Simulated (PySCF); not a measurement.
Species, as SMILES: C=O (CH2-O).
Geometry (B3LYP-D3(BJ)/def2-TZVP, fixed):
```xyz
4

O     -0.0009    -0.0102     0.6728
C      0.0007     0.0079    -0.5259
H     -0.0027     0.9554    -1.0993
H      0.0057    -0.9218    -1.1276
```
Charge 0, spin multiplicity 1.

Basis-set convergence of the lowest singlet excitation energy at PBE0 with PySCF. Tamm-Dancoff approximation; the state is taken by its order, and sets in which it differs in degeneracy or brightness are left out, yet its character can still change. All functions are spherical. Density fitting with generated auxiliary sets. No added dispersion term, no relativity. Reference: the value in d-aug-cc-pVTZ, 4.017 eV, itself unsure by roughly 0.001 eV (its mean distance from aug-pcseg-2, aug-cc-pVTZ).

```csv
basis,functions,lowest singlet excitation energy (eV)
cc-pVDZ,38,___
def2-SVP,38,___
pcseg-1,38,4.078
def2-TZVP,74,___
d-aug-cc-pVDZ,90,___
aug-pcseg-2,138,4.018
def2-QZVPP,174,4.031
pcseg-3,186,4.021
d-aug-cc-pVTZ,188,4.017
```

Question: What belongs in the gaps?

Answer: 
- cc-pVDZ, lowest singlet excitation energy (eV): 4.069
- def2-SVP, lowest singlet excitation energy (eV): 4.073
- def2-TZVP, lowest singlet excitation energy (eV): 4.053
- d-aug-cc-pVDZ, lowest singlet excitation energy (eV): 3.997
